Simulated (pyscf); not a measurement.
Single points on ωB97X-D3(BJ)/def2-SVP structures (PySCF, gas phase).

Task: For the elementary gas-phase step CH₄ (SMILES C) + H₃C–GaH₂ (SMILES [CH3][GaH2]) → H₃C–GaH–CH₃ (SMILES [CH3][GaH][CH3]) + H₂ (SMILES [H][H]) (singlet surface; C–H, Ga–H broken, C–Ga, H–H formed), what barrier and reaction energy does ωB97M-D3(BJ)/def2-TZVP give, measured from the separated reactants?

Result: ΔE‡ = 1.76 eV, ΔE = +0.41 eV. Zero-point energy shifts the barrier by -0.01 eV. It is a four-centre exchange, with an imaginary mode of 1512i cm⁻¹. At the saddle there is also a short Ga–H contact that neither side keeps. One saddle was located; it need not be the lowest between these sides. Elements up to Kr have no core potential and no relativistic terms here.
